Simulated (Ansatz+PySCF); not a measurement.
Results of a calculation; reference values are marked as such.
Several solutions for singlet CS

```xyz
2

C     0.0000    0.0000   -1.6747
S     0.0000    0.0000    0.6280
```

Basis set: cc-pVDZ (spherical functions). Charge 0, multiplicity 1.

ωB97X (unrestricted) was run from several starts with Ansatz (development build ahead of 0.2.0) and PySCF 2.14.0.

| run | program | start | converged | energy (hartree) | <S²> |
| --- | --- | --- | --- | --- | --- |
| A | Ansatz | stability test followed | yes | -436.01311 | 0.98 |
| B | Ansatz | atomic start, no search | yes | -435.98644 | 0.00 |
| C | Ansatz | search for the lowest state | yes | -436.01311 | 0.98 |
| D | PySCF | guess minao, instabilities followed | yes | -436.01311 | 0.98 |
| E | PySCF | program defaults | yes | -435.98644 | 0.00 |

Question: Which runs reached the lowest solution of this kind, and what is wrong with the others?

Answer: A, C, D reached the lowest solution found. Converged but too high: B by 0.73 eV, E by 0.73 eV. Convergence only shows a stationary point, and even a stable one can lie too high; stability tests and further starts are what find lower ones. Caution: the unrestricted determinant is a mixture of spin states. Caution: the determinant breaks the point group.
